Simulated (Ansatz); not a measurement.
Working through a composite energy at a relaxed geometry of AlH4PSi, SMILES [AlH]1[SiH2][PH]1

With Ansatz 0.2.0 through its Python package.

`alh4psi.xyz`
```text
7

Al   -1.16520   -0.59990   -0.52140
Si    0.35710    0.89820    0.46400
P     0.60890   -1.24530    0.73800
H    -2.40410   -0.83980   -1.46650
H     1.33130    1.51090   -0.47130
H    -0.15360    1.62890    1.64290
H     1.48690   -1.42090   -0.43140
```

At the Python prompt:
```pycon
>>> import ansatz as az
>>> import numpy as np
>>> config = {
...     "basis": "def2-SVP",
...     "functional": "pbe0",
... }
>>> molecule = az.Crystal.molecule_from_extxyz("alh4psi.xyz")
>>> job = (
...     molecule.calculation()
...     .basis(gaussian=config["basis"])
...     .functional(config["functional"])
... )
>>> symbols = [site.symbol for site in molecule.cartesian_sites]
>>> start = np.array([site.position_ang for site in molecule.cartesian_sites], dtype=float)
>>> report = job.relax(force_tolerance=0.01).run(threads=1, pin="off").report
>>> end = np.array(report["positions_ang"])
>>> print("final positions (A) and the move of each atom")
final positions (A) and the move of each atom
>>> for symbol, xyz, old in zip(symbols, end, start):
...     print(f"{symbol:2s} {xyz[0]:10.5f} {xyz[1]:10.5f} {xyz[2]:10.5f}   {np.linalg.norm(xyz - old):7.4f}")
...
Al   -1.14451   -0.56589   -0.54008    0.0440
Si    0.33653    1.00687    0.36657    0.1474
P     0.62056   -1.28030    0.79148    0.0650
H    -2.28268   -1.13293   -1.47905    0.3175
H     1.48722    1.71496   -0.27113    0.3256
H    -0.03258    1.65489    1.66089    0.1251
H     1.07677   -1.46550   -0.57438    0.4366
>>> minimum = az.Crystal.molecule()
>>> for symbol, place in zip(symbols, end):
...     minimum = minimum.atom(symbol, place.tolist())
...
>>> at_minimum = minimum.calculation()
>>> # MP2 extrapolated to the basis limit, plus the small-basis difference CCSD(T) - MP2
>>> level = lambda method, basis: at_minimum.basis(gaussian=basis).correlation(method).run(threads=1, pin="off").report
>>> small, large, cluster = level("mp2", "cc-pVDZ"), level("mp2", "cc-pVTZ"), level("ccsd_t", "cc-pVDZ")
>>> corr = lambda each: (each["free_energy_ev"] - each["reference_energy_ev"]) / 27.211386246
>>> mp2_limit = (27 * corr(large) - 8 * corr(small)) / 19
>>> pieces = {"HF / cc-pVTZ": large["reference_energy_ev"] / 27.211386246, "MP2 correlation, DZ-TZ limit": mp2_limit, "CCSD(T) - MP2 / cc-pVDZ": corr(cluster) - corr(small)}
>>> for name, value in pieces.items():
...     print(f"{name:32s} {value:14.6f} Ha")
...
HF / cc-pVTZ                        -873.918698 Ha
MP2 correlation, DZ-TZ limit          -0.380961 Ha
CCSD(T) - MP2 / cc-pVDZ               -0.060284 Ha
>>> print(f"{'sum':32s} {sum(pieces.values()):14.6f} Ha")
sum                                 -874.359944 Ha
>>> print("T1 diagnostic", round(cluster["correlation"]["coupled_cluster"]["t1_diagnostic"], 4))
T1 diagnostic 0.0157
```

Total energies depend on the basis set; only differences at equal settings carry meaning. The sum leaves out core correlation, relativity, the Hartree-Fock basis error and zero-point energy; a DZ-TZ extrapolation is rough. Inner cores stay frozen, so this is valence correlation. For Al to Cl the sets with a tight d function, cc-pV(X+d)Z, are usual. An extrapolation from small basis sets is rough. It ran for 35 s on 1 thread of Arm Neoverse V2 (shared host), peak memory 0.35 GiB.
